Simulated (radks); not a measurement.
**F²⁺ in [He] 2s1.5 2p3 3s0.5: an all-electron calculation**

Aim: the levels, the sizes of the orbitals and the parts of the energy of the fluorine ion F2+.

The numbers are computed with radks (a radial shooting solver on a logarithmic mesh, Libxc functionals) version 1 (non-relativistic Kohn-Sham, LDA (Slater exchange, Perdew-Wang correlation), spin-polarised, spherical densities, point nucleus; open shells are filled with parallel spins first), except any that are marked as measured or tabulated.

### Step 1. The system

- element: fluorine (Z = 9)
- charge: +2
- electrons: 7
- configuration: [He] 2s1.5 2p3 3s0.5

### Step 2. The calculation

Input:

```text
Z 9
configuration [He] 2s1.5 2p3 3s0.5
relativity non-relativistic
functional lda,pw
spin polarised
nucleus point
```

Command:

```sh
> python run_ks.py task.json out
```

All runs below come from this command, one after another.

What does the calculation give?

**Answer**, as computed:

| quantity | value |
| --- | --- |
| total energy | -96.27589 hartree |
| exchange-correlation share of it | 8.88 % |
| −T/E | 0.9969 |
| highest occupied level | 3s up, -18.415 eV |
| most extended occupied level | 3s up, <r> = 2.77 bohr |
| radius at density 0.001 e/bohr³ | 3.40 bohr |
| maxima of the radial density | 2 |

The radial density shows 2 maxima for 3 occupied principal shells; where shells overlap, one shows as a shoulder or not at all. −T/E = 0.9969, near the virial value of 1. This is not the tabulated ground configuration, so its levels and sizes aren't those of the ground state, and no measured value stands beside it.
